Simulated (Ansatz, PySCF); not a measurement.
The pair A = CH2O2 (SMILES O=CO) (first 5 atoms), B = CH2O2 (SMILES O=CO); geometry from S22 set.
(charge 0, multiplicity 1):
```json
[
 {"atom": "C", "x (Å)": "-1.8889", "y (Å)": "-0.1797", "z (Å)": "0.0000"},
 {"atom": "O", "x (Å)": "-1.4933", "y (Å)": "1.0737", "z (Å)": "0.0000"},
 {"atom": "O", "x (Å)": "-1.1704", "y (Å)": "-1.1666", "z (Å)": "0.0000"},
 {"atom": "H", "x (Å)": "-2.9795", "y (Å)": "-0.2588", "z (Å)": "0.0000"},
 {"atom": "H", "x (Å)": "-0.4988", "y (Å)": "1.1072", "z (Å)": "0.0000"},
 {"atom": "C", "x (Å)": "1.8889", "y (Å)": "0.1797", "z (Å)": "0.0000"},
 {"atom": "O", "x (Å)": "1.4933", "y (Å)": "-1.0737", "z (Å)": "0.0000"},
 {"atom": "O", "x (Å)": "1.1704", "y (Å)": "1.1666", "z (Å)": "0.0000"},
 {"atom": "H", "x (Å)": "2.9795", "y (Å)": "0.2588", "z (Å)": "0.0000"},
 {"atom": "H", "x (Å)": "0.4988", "y (Å)": "-1.1072", "z (Å)": "0.0000"}
]
```

Correlated levels freeze the cores. MP2 and its Hartree–Fock in aug-cc-pVQZ are density fitted. Rows in 6-31G* carry no dispersion term and start afresh at each structure (6-31G* with six Cartesian d functions). MP2/6-31G* freezes PySCF's default core.

The values were computed with Ansatz (a quantum-chemistry and plane-wave program) with Gaussian orbitals; PySCF for 6-31G* rows. 

Total energies (hartree), monomers frozen at their geometry in the pair:

```tsv
structure	HF/aug-cc-pVQZ	MP2/6-31G*	MP2/aug-cc-pVTZ
AB	-377.7309315	-378.5115073	-379.0002000
A in the pair's basis	-188.8533006	-189.2443384	-189.4861146
B in the pair's basis	-188.8533006	-189.2443384	-189.4861146
A	-188.8532218	-189.2399667	-189.4849063
B	-188.8532218	-189.2399667	-189.4849063
```

Problem. Work out the interaction energy without and with the counterpoise correction, and the superposition error, for each level.

Solution. 
E(AB) − E(A) − E(B), times 627.509 kcal/mol, with the monomers in their own basis and then in the pair's basis:
- HF/aug-cc-pVQZ: -15.37 uncorrected, -15.27 corrected; the monomers gain 0.10 kcal/mol from borrowed functions
- MP2/6-31G*: -19.81 uncorrected, -14.33 corrected; the monomers gain 5.49 kcal/mol from borrowed functions
- MP2/aug-cc-pVTZ: -19.07 uncorrected, -17.55 corrected; the monomers gain 1.52 kcal/mol from borrowed functions
